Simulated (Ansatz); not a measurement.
## Worked example: vertical ionisation energy of AlClO (SMILES [O]=[Al][Cl])

The species is AlClO (3 atoms), meant as a singlet with charge 0. SMILES: `[O]=[Al][Cl]`. Geometry: a GFN2-xTB relaxation, a rough one for these elements and not checked as a minimum.

```xyz
3

O     0.1075    1.6943    0.2460
Al    0.0093    0.1472    0.0214
Cl   -0.1168   -1.8415   -0.2673
```

Both states at this one shape; open shells run unrestricted unless said. 1 Eh = 27.2114 eV.

| level | program | singlet AlClO (Eh) | doublet AlClO+ (Eh) |
| --- | --- | --- | --- |
| HF/STO-3G | Ansatz | -767.437292 | -767.289424 |
| PBE/STO-3G | Ansatz | -768.476348 | -768.216723 |
| PBE0/STO-3G | Ansatz | -768.578618 | -768.332869 |
| MP2/STO-3G, 11 core orbitals frozen | Ansatz | -767.554939 | -767.338331 |

Task: Work out the vertical ionisation energy at each level.

Result: 
1. HF/STO-3G: -767.289424 − (-767.437292) = 0.147868 Eh = 4.02 eV.
2. PBE/STO-3G: -768.216723 − (-768.476348) = 0.259625 Eh = 7.06 eV.
3. PBE0/STO-3G: -768.332869 − (-768.578618) = 0.245749 Eh = 6.69 eV.
4. MP2/STO-3G: -767.338331 − (-767.554939) = 0.216608 Eh = 5.89 eV.

No measured value is set beside it here; the levels span 4.02 to 7.06 eV. Hartree–Fock favours the state with fewer electron pairs, since it lacks pair correlation. Minimal sets are far from the basis-set limit.
